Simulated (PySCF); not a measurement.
Below is a simulated gas-phase Si 2p photoelectron spectrum of `[SiH3]O[SiH3]`.

Every computed line was given a Gaussian of 0.6 eV full width at half maximum and an area set by the number of equivalent atoms (split 2:1 within a doublet); the highest printed point is 100. Computed with PySCF, delta-SCF UKS SCAN, pcX-2 on the ionised atom, pcseg-1 elsewhere, spin-free X2C.

binding energy (eV), intensity and a bar:
```
    106.8          0 
    106.9          1 
    107.0          3 #
    107.1          8 ##
    107.2         18 #####
    107.3         34 ##########
    107.4         56 #################
    107.5         78 #######################
    107.6         95 ############################
    107.7        100 ##############################
    107.8         93 ############################
    107.9         80 ########################
    108.0         67 ####################
    108.1         60 ##################
    108.2         57 #################
    108.3         53 ################
    108.4         46 ##############
    108.5         36 ###########
    108.6         24 #######
    108.7         14 ####
    108.8          7 ##
    108.9          3 #
    109.0          1 
    109.1          0
```

Question: Count the maxima, the lines and the sites behind this envelope.

Answer: The curve has 1 maximum (at 107.7 eV). Under it lie 2 lines from 1 inequivalent silicon site, drawn as a 2p3/2, 2p1/2 pair. At this width some lines have no maximum of their own.

Question: Decompose the envelope and assign each component. Numbering: `[SiH3:1][O:2][SiH3:3]`.

Answer: 
```tsv
position (eV)	relative area	line	atoms	environment
107.67	1.33	Si 2p3/2	Si1/Si3	oxygen-bound silicon
108.30	0.67	Si 2p1/2	Si1/Si3	oxygen-bound silicon
```

The curve has no shake-up lines and no vibrational structure. Atoms equivalent by their bonding share one computed value, that of the first of them. The 2p values aren't plain energy differences: one relaxed spin-free 2p hole is combined with a matrix within the shell (ground-state 2p orbital-energy differences and spin–orbit coupling). 2p3/2, the mean of its two sublevels, lies a third of the splitting below the shell's mean and 2p1/2 two thirds above it; the statistical areas are 2:1. 2p1/2 minus 2p3/2 (ligand field included): Si 0.63 eV. Geometry: PBE0-D3(BJ)/def2-SVP; no solvent, vibrations or thermal averaging.
